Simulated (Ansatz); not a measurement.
**C3H4ClF: how energies converge with the basis set**

How large a basis does C3H4ClF need? Two functionals are run in growing sets.

Computed with Ansatz 0.2.0, Gaussian basis. Level: one geometry, several basis sets.

Plan: PBE0-D4/def2-SVP; ωB97M-V/def2-SVP; PBE0-D4/def2-QZVPP; ωB97M-V/def2-QZVPP; the functionals' def2-TZVPP values are taken from earlier runs.

## Step 1: The geometry

An earlier PBE0-D4 in a triple-zeta def2 set relaxation fixed the geometry.

SMILES `C=C(Cl)CF`, 9 atoms, charge 0, spin multiplicity 1.

Atoms are counted from 1 here; the program's logs count them from 0.

Bond lengths: C1–C2 1.320 Å, C1–H6 1.082 Å, C1–H7 1.081 Å, C2–Cl3 1.730 Å, C2–C4 1.493 Å, C4–F5 1.373 Å, C4–H8 1.095 Å, C4–H9 1.095 Å. Angles: C2–C1–H6 119.2°, C2–C1–H7 121.7°, H6–C1–H7 119.1°, C1–C2–Cl3 122.5°, C1–C2–C4 126.1°, Cl3–C2–C4 111.5°, C2–C4–F5 111.0°, C2–C4–H8 110.0°, C2–C4–H9 110.0°, F5–C4–H8 108.7°, F5–C4–H9 108.7°, H8–C4–H9 108.5°.

## Step 2: PBE0-D4 in def2-SVP

Contents of in.yaml:

```yaml
crystal:
  periodic: [false, false, false]
  atoms:
    - {symbol: C, position_ang: [0.513663, 0.866748, -0.981343]}
    - {symbol: C, position_ang: [0.505855, -0.077066, -0.059040]}
    - {symbol: Cl, position_ang: [1.936158, -0.930984, 0.407320]}
    - {symbol: C, position_ang: [-0.686449, -0.548329, 0.706320]}
    - {symbol: F, position_ang: [-1.814852, 0.134589, 0.326442]}
    - {symbol: H, position_ang: [-0.412729, 1.367105, -1.231881]}
    - {symbol: H, position_ang: [1.421969, 1.153160, -1.493124]}
    - {symbol: H, position_ang: [-0.847142, -1.617099, 0.529161]}
    - {symbol: H, position_ang: [-0.528074, -0.394422, 1.779046]}
basis:
  gaussian: {orbitals: def2-SVP}
hamiltonian: {xc: pbe0, dispersion: d4}
output: {orbitals: {seedname: orbitals}}
```

Launch:

```sh
$ ansatz run in.yaml --threads 2 --pin off --events-out ev --progress --plain --max-ram 4352MiB
```

Further steps of the session: ωB97M-V in def2-SVP; PBE0-D4 in def2-QZVPP; ωB97M-V in def2-QZVPP.

Before running them: what should the planned runs give, taken together? Wanted: PBE0-D4: double and triple zeta above quadruple; ωB97M-V: double and triple zeta above quadruple.

The runs gave:

| quantity | value |
| --- | --- |
| PBE0-D4: double and triple zeta above quadruple | 11.88, 0.68 eV |
| ωB97M-V: double and triple zeta above quadruple | 12.05, 0.65 eV |

PBE0-D4 gains 11.20 eV from double to triple zeta, then 0.68 eV more. These are total energies; as a rule much of such shifts cancels in differences, which this series doesn't test. The LUMO of ωB97M-V is positive and keeps falling with the basis (2.23 to 1.66 eV): an unbound level that the basis holds in place.
